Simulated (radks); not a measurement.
# N²⁺ in [He] 2s2 2p1: an all-electron calculation

Aim: the levels, the sizes of the orbitals and the parts of the energy of the nitrogen ion N2+.

Method: Dirac Kohn-Sham, HCTH/407, spin-unpolarised, spherical densities, point nucleus; open shells fill j = l - 1/2 first. Code: radks (a radial shooting solver on a logarithmic mesh, Libxc functionals) version 1.

**1. What is computed**

| Item | Value |
| --- | --- |
| element | nitrogen (Z = 7) |
| charge | +2 |
| electrons | 5 |
| configuration | [He] 2s2 2p1 |

**2. The calculation**

The run's settings:

```text
Z 7
configuration [He] 2s2 2p1 3s0 3p0 3d0
relativity Dirac
functional hcth_407
spin unpolarised
j_filling energy
nucleus point
c 137.035999084
```

Q: Predict the outcome of this run.

**Answer**, as computed:

| quantity | value |
| --- | --- |
| total energy | -52.92014 hartree |
| exchange-correlation share of it | 10.85 % |
| −T/E | 0.9974 |
| highest occupied level | 2p1/2, -37.650 eV |
| most extended occupied level | 2s1/2, <r> = 1.17 bohr |
| radius at density 0.001 e/bohr³ | 2.69 bohr |
| maxima of the radial density | 2 |
| ionisation energy, NIST | 47.445 (semi-emp.) eV |

The radial density shows 2 maxima for 2 occupied principal shells. The top level binds by 37.650 eV, 79 % of the NIST ionisation energy of 47.445 eV; the potential of a semilocal functional falls off too fast, so its top eigenvalue is too shallow. Spin polarisation and multiplet splitting are left out.
